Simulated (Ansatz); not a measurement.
**C4H5N: ionisation energy by level of theory**

The task here is to estimate one member of a computed series from the others.

Computed with Ansatz 0.2.0, Gaussian basis. Level: unrestricted cation, the program's frozen cores in correlated methods.

Plan: UKS PBE-D4/def2-TZVPP; UKS r2SCAN-D4/def2-TZVPP; UKS PBE0-D4/def2-TZVPP; UKS B3LYP-D4/def2-TZVPP; UKS wB97X-V/def2-TZVPP; UKS wB97M-V/def2-TZVPP; UKS B2PLYP/def2-TZVPP; UHF-CCSD(T)/def2-TZVPP; UHF-MP2/def2-QZVPP; extrapolation to the limit; then −ε(HOMO) from the neutral's earlier runs with LDA (SPW92), PBE-D4, revPBE-D4, BLYP-D4, r2SCAN-D4, B97M-V, PBE0-D4, B3LYP-D4, r2SCANh-D4, r2SCAN0-D4, HSE06-D4, BHLYP-D4, CAM-B3LYP-D4, LC-ωPBE, ωB97X-V, ωB97M-V.

## The geometry

All runs share one geometry, relaxed beforehand with PBE0-D4 in a triple-zeta def2 set.

SMILES `C/C=C/C#N`, 10 atoms, charge 0, spin multiplicity 1.

Atoms are counted from 1 here; the program's logs count them from 0.

Bond lengths: C1–C2 1.483 Å, C1–H6 1.094 Å, C1–H7 1.091 Å, C1–H8 1.094 Å, C2–C3 1.333 Å, C2–H9 1.087 Å, C3–C4 1.421 Å, C3–H10 1.086 Å, C4–N5 1.152 Å. Angles: C2–C1–H6 110.5°, C2–C1–H7 111.9°, C2–C1–H8 110.5°, H6–C1–H7 108.6°, H6–C1–H8 106.4°, H7–C1–H8 108.6°, C1–C2–C3 124.4°, C1–C2–H9 117.2°, C3–C2–H9 118.4°, C2–C3–C4 122.6°, C2–C3–H10 121.2°, C4–C3–H10 116.2°, C3–C4–N5 179.0°.

Set-up of the first run:

File in.yaml:

```yaml
crystal:
  periodic: [false, false, false]
  atoms:
    - {symbol: C, position_ang: [-0.595275, -1.313657, 0.534024]}
    - {symbol: C, position_ang: [-0.179579, 0.100495, 0.373715]}
    - {symbol: C, position_ang: [0.498587, 0.572211, -0.673076]}
    - {symbol: C, position_ang: [0.877417, 1.936798, -0.786870]}
    - {symbol: N, position_ang: [1.193588, 3.039548, -0.897437]}
    - {symbol: H, position_ang: [-1.683020, -1.384776, 0.631451]}
    - {symbol: H, position_ang: [-0.279869, -1.929072, -0.309448]}
    - {symbol: H, position_ang: [-0.173870, -1.735574, 1.451711]}
    - {symbol: H, position_ang: [-0.450514, 0.791247, 1.168018]}
    - {symbol: H, position_ang: [0.792525, -0.077230, -1.492098]}
basis:
  gaussian: {orbitals: def2-TZVPP}
total_charge: 1
magnetization: {spin_polarized: true, initial_magnetization: 1}
hamiltonian: {xc: pbe, dispersion: d4}
```

Run with:

```console
> ansatz run in.yaml --threads 2 --pin off --events-out ev --progress --plain --max-ram 20480MiB --backend cpu
```

Among the steps run: Cation, UKS PBE-D4/def2-TZVPP; Cation, UKS r2SCAN-D4/def2-TZVPP; Cation, UKS PBE0-D4/def2-TZVPP; Cation, UKS B3LYP-D4/def2-TZVPP; Cation, UKS wB97X-V/def2-TZVPP; Cation, UKS wB97M-V/def2-TZVPP; Cation, UKS B2PLYP (frozen core)/def2-TZVPP; Cation, UHF-CCSD(T)/def2-TZVPP; Cation, UHF-MP2/def2-QZVPP.

One of the session's tables, all rows but one given; the rest of the session is left out.

Orbital estimates, from the neutral's runs:

```
  functional  −ε(HOMO) (eV)
 LDA (SPW92)           7.04
      PBE-D4           6.85
   revPBE-D4           6.78
     BLYP-D4           6.69
   r2SCAN-D4           7.04
      B97M-V           7.01
     PBE0-D4           7.96
    B3LYP-D4              ?
  r2SCANh-D4           7.46
  r2SCAN0-D4           8.10
    HSE06-D4           7.56
    BHLYP-D4           8.92
CAM-B3LYP-D4           9.24
     LC-ωPBE          10.61
     ωB97X-V          10.20
     ωB97M-V          10.10
```

**Question.** Estimate the row for B3LYP-D4.

Worked estimate for «−ε(HOMO) (eV)». Against the share of exact exchange, BLYP-D4 (0, 6.69), BHLYP-D4 (0.5, 8.92) give a slope of 4.46 per unit share; at 0.2 the line stands at 7.58.

**Answer.** −ε(HOMO) (eV): 7.74. In «−ε(HOMO) (eV)» the line misses by -0.16.
